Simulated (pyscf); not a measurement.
7 gas-phase steps of one pattern: four-centre exchange on the singlet surface, Ge–O + H–H or H–H + O–Si broken and Ge–H + H–O or H–O + H–Si formed. Single points on ωB97X-D3(BJ)/def2-SVP structures (PySCF, gas phase). Electronic energies in kcal/mol, from the separated reactants; ΔE‡ and ΔE at ωB97M-D3(BJ)/def2-TZVP. Rows were drawn at random from the steps of this pattern with a verified saddle, stable references and no exit in the data more than 5 kcal/mol lower.

```json
[
 {"row": "1", "step": "HO–GeH₂–OH + H₂ → HO–GeH₃ + H₂O", "ΔE": "+5.1", "ΔE‡": "?"},
 {"row": "2", "step": "HO–GeH(F)–F + H₂ → F–GeH₂–F + H₂O", "ΔE": "+7.5", "ΔE‡": "44.3"},
 {"row": "3", "step": "HO–Si(F)(F)–F + H₂ -> F–SiH(F)–F + H₂O", "ΔE": "+22.5", "ΔE‡": "53.5"},
 {"row": "4", "step": "HO–SiH₂–OH + H₂ → HO–SiH₃ + H₂O", "ΔE": "+23.2", "ΔE‡": "53.7"},
 {"row": "5", "step": "H₂N–Si(NH₂)(NH₂)–OH + H₂ → H₂N–SiH(NH₂)–NH₂ + H₂O", "ΔE": "+24.3", "ΔE‡": "52.6"},
 {"row": "6", "step": "HO–SiH(F)–F + H₂ → F–SiH₂–F + H₂O", "ΔE": "+25.6", "ΔE‡": "54.7"},
 {"row": "7", "step": "HO–SiH₂–O–SiH₂–F + H₂ → HO–SiH₂–F + HO–SiH₃", "ΔE": "+25.8", "ΔE‡": "57.7"}
]
```

**Question.** From a straight line through the complete rows, estimate the missing barrier and say how far the line can be trusted.

**Answer.** Over the 6 complete rows the means are +21.5 (ΔE) and 52.8 (ΔE‡); least squares gives b = 0.62 and a = 39.4 kcal/mol, with residuals of 1.2 kcal/mol (root mean square; largest 2.3, row 7). For row 1: 39.4 + 0.62 × (+5.1) = 42.6 kcal/mol, an extrapolation. The computed barrier is 43.6 kcal/mol, 1.0 over the line. The line follows the complete rows closely. Each barrier is that of the saddle found. Elements up to Kr have no core potential and no relativistic terms here.
